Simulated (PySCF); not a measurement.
Species: phosphorus tetramer, P4.
Atom-mapped SMILES: `[p:1]12[p:2]3[p:3]1[p:4]23`

Computed, not measured: PySCF 2.14.0, PBE0-D3(BJ)/def2-SVP geometry optimisation, gas phase.

Problem. List the bond lengths and angles at this level.

Solution. 
```csv
bond,length (Å),order
P1–P2 and 5 like bonds,2.201,aromatic
```

Bonds in one row agree within 0.01 Å and their mean is given. Orders are formal, as drawn. A selection of angles:
```csv
angle,degrees
P2–P1–P3,60.0
```

All internal angles of the 3-membered ring P2–P3–P4 are 60.0°. All internal angles of the 3-membered ring P1–P3–P4 are 60.0°. All internal angles of the 3-membered ring P1–P2–P3 are 60.0°. P1 (ring phosphorus) is pyramidal (angles 60.0°, 60.0° and 60.0°, sum 180.0°, 1.80 Å off the plane of its three neighbours). All internal angles of the 3-membered ring P1–P2–P4 are 60.0°. All 6 P–P bonds measure 2.201 to 2.202 Å.

Point group: Td (every atom within 0.08 Å of its image). PBE0-D3(BJ)/def2-SVP frequencies: not computed here.

Hardware: an Intel Xeon Platinum 8375C at 2.90 GHz with one thread, shared host with 64 logical CPUs at a one-minute load of 6.9. Cost: 7.6 s wall, 0.31 GiB resident at most. These figures are those of the optimisation.
